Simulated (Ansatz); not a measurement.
**CH3−: energies up the ladder**

The task, for CH3−: energies up the ladder. Charge -1.

Program: Ansatz 0.2.0. Level of theory: the levels named in each step. These are calculated values, not measurements.

## Step 1: The structure to begin with

Bond lengths: C1–H2 1.067 Å, C1–H3 1.067 Å, C1–H4 1.067 Å. Angles: H2–C1–H3 120.0°, H2–C1–H4 120.0°, H3–C1–H4 120.0°.

As a file:

```xyz
4

C     0.0000   -0.0001   -0.0005
H     1.0571   -0.1457    0.0280
H    -0.6542   -0.8428   -0.0328
H    -0.4030    0.9884    0.0103
```

## Step 2: A rough first relaxation, PBE-D4/def2-SVPD

Input file input.yaml:

```yaml
crystal:
  periodic: [false, false, false]
  atoms:
    - { symbol: C, position_ang: [-3.0e-05, -5.0e-05, -0.00047] }
    - { symbol: H, position_ang: [1.05707, -0.14569, 0.02805] }
    - { symbol: H, position_ang: [-0.65423, -0.8428, -0.03284] }
    - { symbol: H, position_ang: [-0.40299, 0.98838, 0.01035] }
total_charge: -1
basis:
  gaussian: { orbitals: def2-SVPD }
hamiltonian:
  xc: pbe
  dispersion: d4
relax:
  f_tol: 0.03
  max_steps: 200
```

Started as:

```
ansatz run input.yaml --threads 2 --pin off --max-ram 5120MiB --backend cpu --events-out ev --progress --plain --runs-dir out
```

Further steps of the session: Relaxation, PBE0-D4/def2-TZVPPD; Frequencies, PBE0-D4/def2-TZVPPD; Single point, PBE-D4/def2-TZVPPD; Single point, r2SCAN-D4/def2-TZVPPD; Single point, B3LYP-D4/def2-TZVPPD; Single point, wB97M-V/def2-TZVPPD; Single point, B2PLYP/def2-TZVPPD; Single point, LDA/def2-TZVPPD; Single point, PBE0-D4/def2-SVPD; Single point, PBE-D4/def2-SVPD; Single point, CCSD(T)/def2-TZVPPD; Single point, CCSD(T)/def2-QZVPPD.

Before running it: what results should come out? Wanted: C1–H2 at PBE0-D4/def2-TZVPPD; C1–H3 at PBE0-D4/def2-TZVPPD; frequencies at PBE0-D4/def2-TZVPPD; energy at CCSD(T)/CBS.

The runs gave:

```
                          quantity             value
      C1–H2 at PBE0-D4/def2-TZVPPD           1.111 Å
      C1–H3 at PBE0-D4/def2-TZVPPD           1.111 Å
frequencies at PBE0-D4/def2-TZVPPD  981 to 2921 cm⁻¹
             energy at CCSD(T)/CBS      -1082.354 eV
```

In words: No mode is imaginary, so the geometry is a minimum. These totals serve in differences with atoms or fragments at the same level; alone they don't rank the methods.
